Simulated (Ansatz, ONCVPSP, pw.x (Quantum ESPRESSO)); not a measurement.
# pw.x on bcc Al: one setting changed

Potential: optimised norm-conserving Vanderbilt (ONCV), ONCVPSP 4.0.1.1 (patched build), PBEsol; core [Ne], reference 3s2 3p1; waves: 3s: rc 1.95 bohr, ncon 4, nbas 8, qcut 2.6 1/bohr, 2 projectors, debl 1.3 Ha; 3p: rc 1.95 bohr, ncon 3, nbas 7, qcut 4.1 1/bohr, 2 projectors, debl 1.8 Ha; d scattering state at 0.43 Ha: rc 2.15 bohr, ncon 4, nbas 9, qcut 4.2 1/bohr, 2 projectors, debl 0.5 Ha; local part: polynomial inside 1.45 bohr (lpopt 4, dvloc0 0 Ha); core correction: Teter function fitted to the true core (icmod 2), fcfact 0.96.

The reference run (k-mesh 14³, cutoffs 95/380 Ry, Fermi–Dirac 0.01 Ry, mixing_beta 0.4, conv_thr 1e-9, no spin) gives -0.15 GPa at 16.575 Å³/atom, where all-electron LAPW gives 0.16 GPa. This run, with its own iteration cap, changes conv_thr to 0.0001.

```
&control
  calculation='scf', prefix='x', pseudo_dir='./', outdir='./tmp', tstress=.true., disk_io='none'
/
&system
  ibrav=0, nat=1, ntyp=1, ecutwfc=95, ecutrho=380, nbnd=8,
  occupations='smearing', smearing='fd', degauss=0.01
/
&electrons
  conv_thr=0.0001, mixing_beta=0.4, electron_maxstep=70
/
ATOMIC_SPECIES
Al 1.0 Al.UPF
CELL_PARAMETERS angstrom
  -1.60619344 1.60619344 1.60619344
  1.60619344 -1.60619344 1.60619344
  1.60619344 1.60619344 -1.60619344
ATOMIC_POSITIONS crystal
Al 0.0000 0.0000 0.0000
K_POINTS automatic
14 14 14 0 0 0
```

```bash
pw.x < Al.scf.in > Al.scf.out
```

How does the run end?

It converges in 3 iterations; the free energy moves by +0.0 meV/atom and the pressure by -0.06 GPa.

```
Message from routine setup:
     using ibrav=0 with symmetry is DISCOURAGED, use correct ibrav instead
     lattice parameter (alat)  =       5.2572  a.u.
     unit-cell volume          =     111.8536 (a.u.)^3
     number of electrons       =         3.00
     number of Kohn-Sham states=            8
     kinetic-energy cutoff     =      95.0000  Ry
     charge density cutoff     =     380.0000  Ry
     scf convergence threshold =      1.0E-04
     Exchange-correlation= PBESOL
     number of k points=   104  Fermi-Dirac smearing, width (Ry)=  0.0100
     iteration #  1     ecut=    95.00 Ry     beta= 0.40
     total energy              =      -6.31018034 Ry
     estimated scf accuracy    <       0.00532844 Ry
     iteration #  2     ecut=    95.00 Ry     beta= 0.40
     total energy              =      -6.30936594 Ry
     estimated scf accuracy    <       0.00166729 Ry
     iteration #  3     ecut=    95.00 Ry     beta= 0.40
     the Fermi energy is     7.7970 ev
!    total energy              =      -6.30944293 Ry
     estimated scf accuracy    <       0.00000124 Ry
     smearing contrib. (-TS)   =      -0.00173326 Ry
     The total energy is F=E-TS. E is the sum of the following terms:
     one-electron contribution =       2.93867817 Ry
     hartree contribution      =       0.00421127 Ry
     xc contribution           =      -3.85517343 Ry
     ewald contribution        =      -5.39542568 Ry
     convergence has been achieved in   3 iterations
          total   stress  (Ry/bohr**3)                   (kbar)     P=       -2.07
     Message from routine punch:
     Nothing written, as per user request (disk_io='none')
```

The run took about 21 s on one core of a shared host (Neoverse-N1, 64 threads, 124 GiB, load 49).
